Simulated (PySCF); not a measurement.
Some computed properties have been withheld. Give your best values.

C3H2ClNO.
Geometry (PBE0-D3(BJ)/def2-SVP, Å), atoms numbered from 1 in this order:
```
atom  x, y, z in Å
Cl1    3.0224   -1.4528   -0.2702
C2     1.4968   -0.6933   -0.2396
C3     1.2308    0.6426   -0.2046
O4    -0.1180    0.7690   -0.1921
C5    -0.5892   -0.4854   -0.2196
N6     0.3236   -1.3982   -0.2485
H7     1.8345    1.5437   -0.1862
H8    -1.6703   -0.6131   -0.2149
```

```json
{"property": "point group", "level": "PBE0-D3(BJ)/def2-SVP", "value": "?"}
{"property": "rotational constants A, B, C", "level": "PBE0-D3(BJ)/def2-SVP", "value": "9.866, 2.120, 1.745 GHz"}
{"property": "dipole moment", "level": "PBE0/def2-SVPD", "value": "?"}
{"property": "HOMO energy", "level": "PBE0/def2-SVPD", "value": "-7.39 eV"}
{"property": "LUMO energy", "level": "PBE0/def2-SVPD", "value": "-0.68 eV"}
{"property": "lowest singlet excitation", "level": "TDDFT PBE0/def2-SVPD", "value": "5.99 eV (207 nm, f = 0.086)"}
{"property": "strongest line among the 10 lowest singlet transitions", "level": "TDDFT PBE0/def2-SVPD", "value": "?"}
{"property": "lowest triplet excitation (Tamm–Dancoff)", "level": "TDA PBE0/def2-SVPD", "value": "4.02 eV"}
{"property": "static isotropic polarisability", "level": "PBE0/def2-SVPD", "value": "?"}
{"property": "vertical ionisation energy", "level": "ΔSCF PBE0/def2-SVPD", "value": "?"}
{"property": "electronic spatial extent ⟨r²⟩ about the centre of nuclear charge", "level": "PBE0/def2-SVPD", "value": "?"}
{"property": "13C chemical shifts (computed TMS as zero) by class", "level": "GIAO PBE0/pcSseg-1", "value": "152.7 (C5), 142.4 (C2), 139.0 (C3) ppm"}
{"property": "1H chemical shifts (computed TMS as zero) by class", "level": "GIAO PBE0/pcSseg-1", "value": "?"}
{"property": "isotropic shieldings of nuclei other than C and H, by class", "level": "GIAO PBE0/pcSseg-1", "value": "-35 (N6), 3 (O4), 786 (Cl1) ppm"}
```

Electronic properties: PySCF, gas phase, density fitting.

(1) Give the point group.

(2) The vertical ionisation energy?

(3) The dipole moment?

(4) Give the static isotropic polarisability.

(5) Give the strongest line among the 10 lowest singlet transitions.

(6) The 1H chemical shifts (computed TMS as zero) by class?

(7) The electronic spatial extent ⟨r²⟩ about the centre of nuclear charge?

Answers

(1) Cs.

(2) 9.50 eV.

(3) 2.24 D.

(4) 55.5 au.

(5) S8 at 7.86 eV (158 nm, f = 0.328).

(6) 7.55 (H7), 7.49 (H8) ppm.

(7) 623 bohr².

The ΔSCF ionisation energy exceeds −ε(HOMO) by 2.11 eV with PBE0. The rotational constants make it an asymmetric top with κ = (2B − A − C)/(A − C) = -0.91, nearer the prolate limit (−1). No computed singlet falls in the visible range (750 to 380 nm, 1.65 to 3.26 eV); S1 lies 2.73 eV above its blue end. With B = h/(8π²I), that is 505.379 GHz u Å² over I, the principal moments of inertia are 51.2, 238.4 and 289.6 u Å² (most abundant isotopes). In wavenumbers S1 is 48300 cm⁻¹ (1 eV = 8065.54 cm⁻¹). The polarisability is 8.22 Å³ as a volume (1 au = 0.148185 Å³), or 1.07 au for each of the 52 electrons.
